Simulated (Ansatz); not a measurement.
Barrier HO + C2H6 (SMILES CC) via C2H7O, on the benchmark's geometries as Psi4's copy gives them; open shells unrestricted, no zero-point energy, no spin–orbit coupling.
Transition structure (charge 0, multiplicity 2, Z-matrix in Å and degrees):
```
C
H 1 1.0878
H 1 1.0881 2 110.78
H 1 1.2048 2 104.19 3 113.23
O 4 1.3300 2 146.90 1 175.40
H 5 0.9669 4 96.80 2 -88.74
C 1 1.5129 2 114.31 3 -130.45
H 7 1.0891 1 111.17 2 -175.83
H 7 1.0891 8 108.09 1 -122.25
H 7 1.0924 8 107.89 9 -116.37
```

Cores are frozen in the correlated methods. MP2 and its Hartree–Fock in aug-cc-pVTZ are density fitted.

The values were computed with Ansatz (an electronic-structure program) with Gaussian orbitals. 

The barrier height is − E(HO) − E(C2H6) + E(TS). Total energies (hartree):

```
level                         HO         C2H6            TS
-------------------  -----------  -----------  ------------
HF/aug-cc-pVDZ       -75.4036797  -79.2372696  -154.6047081
MP2/aug-cc-pVDZ      -75.5655350  -79.5506240  -155.1075824
HF/aug-cc-pVTZ       -75.4216719  -79.2603214  -154.6446636
MP2/aug-cc-pVTZ      -75.6262992  -79.6352500  -155.2527468
CCSD(T)/aug-cc-pVDZ  -75.5839774  -79.5969750  -155.1752355
```

**Question.** Work out the barrier height at the basis-set limit: extrapolate the MP2 correlation part as X⁻³, take Hartree–Fock from the larger set, and add the CCSD(T) − MP2 difference of aug-cc-pVDZ.

**Answer.** 
1. Differences (1 hartree = 627.509 kcal/mol): HF/aug-cc-pVDZ 22.742; MP2/aug-cc-pVDZ 5.382; HF/aug-cc-pVTZ 23.425; MP2/aug-cc-pVTZ 5.524; CCSD(T)/aug-cc-pVDZ 3.587.
2. Correlation parts, MP2 less HF: -17.360 in aug-cc-pVDZ (X = 2), -17.901 in aug-cc-pVTZ (X = 3).
3. Limit (3³·(-17.901) − 2³·(-17.360))/(3³ − 2³) = -18.129; with HF/aug-cc-pVTZ it gives 5.296.
4. CCSD(T) less MP2 in aug-cc-pVDZ: -1.794.
Result: 3.50 kcal/mol, against 5.38 at MP2/aug-cc-pVDZ. It is an estimate of this method's limit, not of the exact value.
